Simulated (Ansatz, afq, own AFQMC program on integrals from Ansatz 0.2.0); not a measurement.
**CH₂⁺, doublet in cc-pVDZ, levels against full CI**

| atom | x (Å) | y (Å) | z (Å) |
| --- | --- | --- | --- |
| C | 0.0000 | 0.0000 | 0.0835 |
| H | 0.0000 | 0.0000 | -1.2605 |
| H | 0.0000 | 0.0000 | 1.1770 |

Basis cc-pVDZ. Noble-gas cores (and the filled d shells of Ga–Kr and In–Xe) are frozen. AFQMC by an in-house program on the Cholesky factors that Ansatz 0.2.0 writes for its CCSD(T) run. The CISD trial takes its coefficients from CCSD amplitudes. Released means that phaseless walkers are propagated on without the constraint, phases kept. Free AFQMC starts from the CCSD state and is never constrained. Its projection time is finite, and what remains of the start isn't in its error. Uncertainties: one standard error, sampling alone.

Determinant: UHF, the one that the program's search chose, which needn't be the lowest solution. The geometry is a point of a scan.

Full CI on the same integrals is exact in this basis and with this determinant's frozen core.

The T1 diagnostic is 0.0132, the weight of the determinant in the CISD state is 0.947 and the ⟨S²⟩ of the determinant is 0.771. The size of the correlated space is 5 electrons in 23 orbitals.

| level | correlation energy (eV) |
| --- | --- |
| MP2 | -2.1368 |
| CCSD | -2.7756 |
| CCSD(T) | -2.8180 |

Question: Estimate where full CI lies against CCSD(T) on the same integrals.

Answer: 0.52 mEh below CCSD(T).

Reference: full CI, correlation energy -2.832 eV. The released energy is read at 2.40 1/Eh (meV from the phaseless value at times in 1/Eh: -1.6 ± 0.8 at 0.24, -1.4 ± 0.6 at 0.51, -2.3 ± 0.7 at 0.99, -2.9 ± 0.5 at 1.62, -1.7 ± 0.7 at 2.40).

| level | E − E(reference) (mEh) | share of correlation (%) |
| --- | --- | --- |
| CCSD(T) | 0.52 | 99.50 |
| CCSDT | 0.06 | 99.94 |
| CCSDT(Q) | 0.01 | 99.99 |
| CCSDTQ | 0.00 | 100.00 |
| ph-AFQMC/HF | -0.28 ± 0.56 | 100.27 |
| ph-AFQMC/CISD | 0.09 ± 0.04 | 99.92 |
| released AFQMC | 0.03 ± 0.02 | 99.98 |
| free AFQMC | -0.01 ± 0.02 | 100.00 |

CCSDT and higher add their correlation energy to the determinant of the CCSD(T) run, since their own runs factorise the integrals more tightly (a shift of under 2 meV). Free projections are given only where their last times agree within the noise and don't stop above the reference; a slow remainder of the start can still hide under it. A walk keeps the symmetry of its determinant, which the program's search chose and which needn't be the lowest solution, so a lower state of the same spin and another symmetry isn't excluded. Released energies are given only where the last usable release times agree within the noise; a slower fall can still hide under it.
